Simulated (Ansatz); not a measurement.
**Al2HO+ (triplet): the correlation ladder, cc-pVDZ**

How much of the correlation energy of Al2HO+ (triplet) does each wave-function method recover here?

Method: cc-pVDZ, core rule «outside noble gas», up to 11 orbitals frozen; program: Ansatz 0.2.0, Gaussian basis.

The runs, in order: UHF; CCSD(T) on ROHF; CCSD(T) on UHF; BCCD(T) on ROHF; CISD; CCSDT(Q) on ROHF; CCSDT(Q) on UHF; CASSCF and MRCISD+Q, 10 electrons in 10 orbitals; CASSCF and NEVPT2, 10 electrons in 10 orbitals.

24 further runs of the same task are left out: 9 that didn't finish, 15 set aside as unsound or not needed.

## Step 1: The geometry

The geometry is a PBE0/def2-TZVP stationary point (not a proven minimum) of the parent state, kept for this charge and spin.

4 atoms, charge 1, spin multiplicity 3.

Atoms are counted from 1 here; the program's logs count them from 0.

Bond lengths: Al1–Al2 2.344 Å, Al2–O3 1.647 Å, O3–H4 0.946 Å. Angles: Al1–Al2–O3 180.0°, Al2–O3–H4 180.0°.

## Step 2: UHF

The input, in.yaml:

```yaml
crystal:
  periodic: [false, false, false]
  atoms:
    - {symbol: Al, position_ang: [0.000000, 0.000000, -2.818500]}
    - {symbol: Al, position_ang: [0.000000, 0.000000, -0.474100]}
    - {symbol: O, position_ang: [0.000000, 0.000000, 1.173400]}
    - {symbol: H, position_ang: [0.000000, 0.000000, 2.119200]}
basis:
  gaussian: {orbitals: cc-pVDZ}
total_charge: 1
magnetization: {spin_polarized: true, initial_magnetization: 2}
hamiltonian: {xc: hf}
output: {orbitals: {seedname: orbitals}}
```

Run with:

```
> ansatz run in.yaml --threads 1 --pin off --events-out ev --progress --plain --max-ram 2393MiB
```

After this run come: CCSD(T) on ROHF; CCSD(T) on UHF; BCCD(T) on ROHF; CISD; CCSDT(Q) on ROHF; CCSDT(Q) on UHF; CASSCF and MRCISD+Q, 10 electrons in 10 orbitals; CASSCF and NEVPT2, 10 electrons in 10 orbitals.

**Question.** What will the summary of the whole plan be? Wanted: UCCSDT(Q) below the RHF energy; RMP2 from UCCSDT(Q); UMP2 from UCCSDT(Q); RCCSD from UCCSDT(Q); RCCSD(T) from UCCSDT(Q); UCCSD(T) from UCCSDT(Q); RCCSDT(Q) from UCCSDT(Q); NEVPT2 frontier from UCCSDT(Q); MRCISD+Q frontier from UCCSDT(Q).

As calculated:

```
                         quantity                      value
   UCCSDT(Q) below the RHF energy                 -7.6628 eV
              RMP2 from UCCSDT(Q)               +76.4 kJ/mol
              UMP2 from UCCSDT(Q)               +75.6 kJ/mol
             RCCSD from UCCSDT(Q)               +23.4 kJ/mol
          RCCSD(T) from UCCSDT(Q)                +5.0 kJ/mol
          UCCSD(T) from UCCSDT(Q)                +4.9 kJ/mol
         RCCSDT(Q) from UCCSDT(Q)                +0.4 kJ/mol
   NEVPT2 frontier from UCCSDT(Q)              +109.5 kJ/mol
 MRCISD+Q frontier from UCCSDT(Q)                +6.5 kJ/mol
levels within 1 kcal/mol (43 meV)  RCCSDT, UCCSDT, RCCSDT(Q)
                    T1 diagnostic                      0.029
```

What this shows: RCCSD(T) misses by +5.0 kJ/mol, 0.7 % of the correlation energy. Of the multireference levels listed MRCISD+Q frontier comes nearest in total energy (+6.5 kJ/mol), which doesn't show that its space is the better one. These misses are within one basis, not against nature; the frozen cores of restricted and unrestricted runs differ, which can shift their rows.
